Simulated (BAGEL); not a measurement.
**H3O+ (oxonium) at FCI/STO-3G (density fitting with cc-pvqz-jkfit)**

What is the vertical singlet–triplet gap of H3O+ (oxonium) at FCI/STO-3G (density fitting with cc-pvqz-jkfit)? 

The calculation is run with BAGEL 1.2.2.

2 further runs of the same task are left out: 2 set aside as unsound or not needed.

### Step 1. The system as given

H3O+ has 4 atoms, charge +1, and is taken as a singlet. SMILES: `[OH3+]`. The coordinates come from a PBE0-D4/def2-TZVP relaxation.

Bond lengths: O1–H2 0.978 Å, O1–H3 0.978 Å, O1–H4 0.978 Å. Angles: H2–O1–H3 113.0°, H2–O1–H4 113.0°, H3–O1–H4 113.0°.

### Step 2. A single-point energy at FCI/STO-3G (density fitting with cc-pvqz-jkfit)

Input file job.json:

```json
{ "bagel": [

{
  "title": "molecule",
  "basis": "sto-3g",
  "df_basis": "cc-pvqz-jkfit",
  "angstrom": true,
  "geometry": [
    { "atom": "O", "xyz": [       0.181970,      -0.056700,      -0.052760 ] },
    { "atom": "H", "xyz": [       0.219060,       0.918440,       0.015140 ] },
    { "atom": "H", "xyz": [      -0.408890,      -0.368290,      -0.767380 ] },
    { "atom": "H", "xyz": [       0.007860,      -0.493450,       0.805020 ] }
  ]
},

{
  "title": "hf",
  "charge": 1
},

{
  "title": "fci",
  "nstate": 1,
  "charge": 1,
  "ncore": 1
}

]}
```

Launch:

```bash
$ BAGEL_NUM_THREADS=1 BAGEL job.json > job.out
```

The log of the run:

```text
* using 1 threads per process

  ===============================================================
  ===============================================================

  *** Geometry ***

  { "atom" : "O", "xyz" : [      0.343873,     -0.107147,     -0.099702 ] },
  { "atom" : "H", "xyz" : [      0.413963,      1.735600,      0.028610 ] },
  { "atom" : "H", "xyz" : [     -0.772690,     -0.695967,     -1.450138 ] },
  { "atom" : "H", "xyz" : [      0.014853,     -0.932485,      1.521267 ] },

  Number of auxiliary basis functions:      259

  Since a DF basis is specified, we compute 2- and 3-index integrals:
    o Being stored without compression. Storage requirement is 0.000 GB

  Number of basis functions:        8
  Number of electrons      :       11

    * METHOD: MOLECULE                             0.03

  *** RHF ***

  === Nuclear Repulsion ===
    13.9563073607

      * DIIS with orbital gradients will be used.

  === RHF iteration (sto-3g) ===
      0        -75.32414883          0.02021492           0.00
      1        -75.32942622          0.00394846           0.00
      2        -75.32981079          0.00120913           0.00
      3        -75.32985389          0.00020794           0.00
      4        -75.32985591          0.00003426           0.00
      5        -75.32985595          0.00000015           0.00
      6        -75.32985595          0.00000000           0.00
    * SCF iteration converged.

    * Permanent dipole moment:
           (    0.610478,    -0.190262,    -0.176984) a.u.

    * METHOD: HF                                   0.02

  ---------------------------
        FCI calculation
  ---------------------------

  Performs exactly the same way as Knowles & Handy 1984 CPL

  o alpha-beta strings
      length:            70
  o size of the space
      determinant space:  1225
      spin-adapted space: 490

  o single displacement lists (alpha)
      length:           560
  o single displacement lists (beta)
      length:           560

     guess   0:   closed 1111...              open .......

  === FCI iteration ===

      0  0       -75.32985595     1.07e-02      0.00
      1  0       -75.38820935     2.95e-03      0.00
      2  0       -75.39149051     8.12e-04      0.00
      3  0       -75.39173149     1.56e-04      0.00
      4  0       -75.39174190     5.21e-05      0.00
      5  0       -75.39174294     9.21e-06      0.00
      6  0       -75.39174298     2.69e-06      0.00
      7  0       -75.39174298     6.71e-07      0.00
      8  0       -75.39174298     1.32e-07      0.00
      9  0       -75.39174298     2.58e-08      0.00
     10  0       -75.39174298     6.31e-09      0.00
     11  0       -75.39174298     1.16e-09      0.00
     12  0       -75.39174298     2.72e-10      0.00
     13  0 *     -75.39174298     5.29e-11      0.00

     * ci vector, state   0, <S^2> = 0.0000
       2222...    -0.9853950676
       22.2.2.     0.0703894665
       2.22..2     0.0703802263

    * METHOD: FCI                                  0.01

  ===============================================================
```

Run time: 0.22 s. Hardware: 1 thread of Arm Neoverse V2, shared host.

### Step 3. The triplet

Input file input.json:

```json
{ "bagel": [

{
  "title": "molecule",
  "basis": "sto-3g",
  "df_basis": "cc-pvqz-jkfit",
  "angstrom": "true",
  "geometry": [
    { "atom": "O", "xyz": [       0.181970,      -0.056700,      -0.052760 ] },
    { "atom": "H", "xyz": [       0.219060,       0.918440,       0.015140 ] },
    { "atom": "H", "xyz": [      -0.408890,      -0.368290,      -0.767380 ] },
    { "atom": "H", "xyz": [       0.007860,      -0.493450,       0.805020 ] }
  ]
},

{
  "title": "hf",
  "charge": 1
},

{
  "title": "fci",
  "nstate": 1,
  "charge": 1,
  "ncore": 1,
  "nspin": 2
}

]}
```

Launch:

```bash
$ BAGEL_NUM_THREADS=1 BAGEL input.json > input.out
```

The log of the run:

```text
* using 1 threads per process

  ===============================================================
  ===============================================================

  *** Geometry ***

  { "atom" : "O", "xyz" : [      0.343873,     -0.107147,     -0.099702 ] },
  { "atom" : "H", "xyz" : [      0.413963,      1.735600,      0.028610 ] },
  { "atom" : "H", "xyz" : [     -0.772690,     -0.695967,     -1.450138 ] },
  { "atom" : "H", "xyz" : [      0.014853,     -0.932485,      1.521267 ] },

  Number of auxiliary basis functions:      259

  Since a DF basis is specified, we compute 2- and 3-index integrals:
    o Being stored without compression. Storage requirement is 0.000 GB

  Number of basis functions:        8
  Number of electrons      :       11

    * METHOD: MOLECULE                             0.03

  *** RHF ***

  === Nuclear Repulsion ===
    13.9563073607

      * DIIS with orbital gradients will be used.

  === RHF iteration (sto-3g) ===
      0        -75.32414883          0.02021492           0.00
      1        -75.32942622          0.00394846           0.00
      2        -75.32981079          0.00120913           0.00
      3        -75.32985389          0.00020794           0.00
      4        -75.32985591          0.00003426           0.00
      5        -75.32985595          0.00000015           0.00
      6        -75.32985595          0.00000000           0.00
    * SCF iteration converged.

    * Permanent dipole moment:
           (    0.610478,    -0.190262,    -0.176984) a.u.

    * METHOD: HF                                   0.02

  ---------------------------
        FCI calculation
  ---------------------------

  Performs exactly the same way as Knowles & Handy 1984 CPL

  o alpha-beta strings
      length:            56
  o size of the space
      determinant space:  735
      spin-adapted space: 588

  o single displacement lists (alpha)
      length:           315
  o single displacement lists (beta)
      length:           525

     guess   0:   closed 111....              open ...11..

  === FCI iteration ===

      0  0       -74.82521492     1.50e-02      0.00
      1  0       -74.90609395     5.13e-03      0.00
      2  0       -74.91379465     1.26e-03      0.00
      3  0       -74.91423804     2.82e-04      0.00
      4  0       -74.91427181     7.70e-05      0.00
      5  0       -74.91427389     2.20e-05      0.00
      6  0       -74.91427403     4.64e-06      0.00
      7  0       -74.91427403     1.32e-06      0.00
      8  0       -74.91427403     3.69e-07      0.00
      9  0       -74.91427403     8.43e-08      0.00
     10  0       -74.91427403     2.36e-08      0.00
     11  0       -74.91427403     1.05e-08      0.00
     12  0       -74.91427403     4.87e-09      0.00
     13  0       -74.91427403     1.23e-09      0.00
     14  0       -74.91427403     2.79e-10      0.00
     15  0 *     -74.91427403     7.56e-11      0.00

     * ci vector, state   0, <S^2> = 2.0000
       222aa..    -0.9709815970
       2a2aa.b     0.0777680741
       22aaab.     0.0777448577
       22baaa.     0.0609788373
       2b2aa.a     0.0609730830
       22.aa2.     0.0608909578
       2.2aa.2     0.0608842388
       a222a..     0.0517951085

    * METHOD: FCI                                  0.01

  ===============================================================
```

Run time: 0.22 s. Hardware: 1 thread of Arm Neoverse V2, shared host.

### Step 4. Outcome

Level: FCI/STO-3G (density fitting with cc-pvqz-jkfit), 1 core orbital frozen.

```
                                        quantity         value
                           singlet: total energy  -75.39174 Eh
                           triplet: total energy  -74.91427 Eh
vertical energy of the triplet above the singlet     12.993 eV
```

What this shows: At this shape the triplet lies 12.99 eV (300 kcal/mol) above the singlet. In a minimal basis such a difference can be off by several eV, whatever the method.
